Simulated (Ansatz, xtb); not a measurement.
## C2H2O: 3 structures ranked

3 gas-phase structures of C2H2O, from a drawn sample of its isomers (lower ones may exist). Each was relaxed with GFN2-xTB:

A. `C1=CO1`, a singlet
B. `C=C=O`, a singlet
C. `C#CO`, a singlet

**Question.** Estimate their order in r2SCAN-D4/def2-SVP//GFN2-xTB energy at these geometries, lowest first.

**Answer.** Calculated order at r2SCAN-D4/def2-SVP//GFN2-xTB: B (0.0), C (40.0), A (86.9) kcal/mol.

Energies above the lowest of each column, in kcal/mol; the last columns are at r2SCAN-D4/def2-SVP geometries and were run for some of them only (a dash: not run or not comparable):

| structure | GFN2-xTB | HF/STO-3G | r2SCAN-D4/def2-SVP//GFN2-xTB | r2SCAN-D4/def2-SVP | CCSD(T)/def2-TZVP |
| --- | --- | --- | --- | --- | --- |
| B | 0.0 | 0.0 | 0.0 | 0.0 | 0.0 |
| C | 24.8 | 24.5 | 40.0 | 40.2 | 35.3 |
| A | 63.8 | 65.6 | 86.9 | – | – |

Every level run on B puts it lowest or level with the lowest. Frequencies (r2SCAN-D4/def2-SVP) were run for B, C alone.

Programs: Ansatz 0.2.0, xtb 6.7.1.
